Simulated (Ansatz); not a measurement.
`CC(F)CCl` at its PBE0-D4/def2-TZVP geometry, where that method's forces vanish. The species carries charge 0 and has multiplicity 1.

```xyz
11

C    -0.0197   -1.2253    0.4357
C     0.2885   -0.1050   -0.5195
F    -0.3115   -0.3786   -1.7460
C    -0.2449    1.2483   -0.0947
Cl    0.6135    1.8456    1.3418
H     0.3606   -2.1688    0.0425
H    -1.0989   -1.3145    0.5796
H     0.4484   -1.0361    1.4027
H     1.3656   -0.0287   -0.7007
H    -0.0963    1.9747   -0.8920
H    -1.3053    1.1885    0.1505
```

Task: What forces (eV/Å) does ωB97M-V/def2-TZVPP give on these atoms in Ansatz 0.2.0? (Best estimate.)

Result: Computed: 
```
C1  -0.039 -0.138  0.124
C2   0.267  0.077  0.088
F3  -0.109 -0.056 -0.191
C4  -0.174  0.106 -0.122
Cl5  0.077  0.030  0.116
H6  -0.029  0.070  0.025
H7   0.068  0.016 -0.017
H8  -0.033 -0.012 -0.070
H9  -0.094 -0.002  0.020
H10 -0.023 -0.080  0.063
H11  0.089 -0.011 -0.035
```
